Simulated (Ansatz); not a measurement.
# AlSi+ (triplet): wave-function methods side by side, def2-TZVPP

One table from this session's results is given with a row withheld; the runs are named, their logs left out.

The runs use Ansatz 0.2.0, Gaussian basis; def2-TZVPP, core rule «outside noble gas», up to 10 orbitals frozen.

The runs, in order: UHF; ROHF; CCSD(T) on UHF.

2 further runs of the same task are left out: 2 set aside as unsound or not needed.

### What is computed

The geometry is a PBE0/def2-TZVP stationary point (not a proven minimum) of the parent state, kept for this charge and spin.

2 atoms, charge 1, spin multiplicity 3.

Atoms are counted from 1 here; the program's logs count them from 0.

Bond lengths: Si1–Al2 2.398 Å.

The first run:

File in.yaml:

```yaml
crystal:
  periodic: [false, false, false]
  atoms:
    - {symbol: Si, position_ang: [0.000000, 0.000000, 0.000000]}
    - {symbol: Al, position_ang: [0.000000, 0.000000, 2.397686]}
basis:
  gaussian: {orbitals: def2-TZVPP}
total_charge: 1
magnetization: {spin_polarized: true, initial_magnetization: 2}
hamiltonian: {xc: hf}
output: {orbitals: {seedname: orbitals}}
```

The run is started by

```console
$ ansatz run in.yaml --threads 1 --pin off --events-out ev --progress --plain --max-ram 2560MiB --backend cpu
```

Steps of the session up to this table: UHF; ROHF; CCSD(T) on UHF.

One table of the session follows, with a row left open; its other results are not shown here.

```
  method  from UCCSD(T) (meV)
    ROHF                    ?
    UMP2              +1078.5
   UCCSD               +233.8
UCCSD(T)                    0
```

**Question.** Estimate the row for ROHF.

The run gave: from UCCSD(T) (meV): +3890.7. In the column «from UCCSD(T) (meV)» it is the highest.

Left out of the table: UHF (another determinant or state than the rows shown).

To keep in mind: Warnings: spin contamination; coupled cluster took another determinant than the lowest.
